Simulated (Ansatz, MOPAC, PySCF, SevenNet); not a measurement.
## Equilibrium lattice constant a of zinc-blende InAs: levels of theory against measurement

Reference value: 6.047 Å (measured, static lattice: zero-point anharmonic expansion removed; as tabulated in Mejia-Rodriguez and Trickey (2018), arXiv:1807.09216).

What do PM7 semi-empirical Hartree-Fock (MOPAC), SevenNet-l3i5, LDA, PBE, rVV10, r²SCAN-D4, HSE06, Hartree–Fock, MP2 give, and how far is each from the reference?


```csv
level (code),value (Å),error (%)
PM7 semi-empirical Hartree-Fock (MOPAC),6.061,+0.23
SevenNet-l3i5,6.192,+2.40
LDA (Ansatz),6.026,-0.35
PBE (Ansatz),6.186,+2.30
rVV10 (Ansatz),6.216,+2.79
r²SCAN-D4 (Ansatz),6.088,+0.68
HSE06 (Ansatz),6.108,+1.01
Hartree–Fock (Ansatz),6.175,+2.12
MP2 (PySCF),6.154 ± 0.02,+1.77
```

Once the reference is moved by up to 0.10 % (a margin picked here for doubts on the reference and the settings) and values within 0.10 % count as equal, the nearest can be PM7 semi-empirical Hartree-Fock (MOPAC) (+0.23 %) or LDA (-0.35 %). Farthest off among them: rVV10 (+2.79 %). Within 2 %: PM7 semi-empirical Hartree-Fock (MOPAC), LDA, r²SCAN-D4, HSE06, MP2.

A ± on a computed value is a rough bar: the spread of its extrapolation, a floor set from checks against published values, or a statistical error. PM7 semi-empirical Hartree-Fock (MOPAC): the method was fitted mainly to molecules. PM7 semi-empirical Hartree-Fock (MOPAC): the run uses a supercell at the zone centre in place of a k mesh. Cutoffs and k meshes differ between the levels. Ansatz's density-functional and Hartree–Fock values are scalar-relativistic unless marked +SOC, with PAW data made under PBE.

Machine-learned potentials (SevenNet-l3i5) are trained on DFT data: a solid inside that data is no test of them.

Differences are worked out from the printed values.

Ansatz is a quantum-chemistry and plane-wave program.
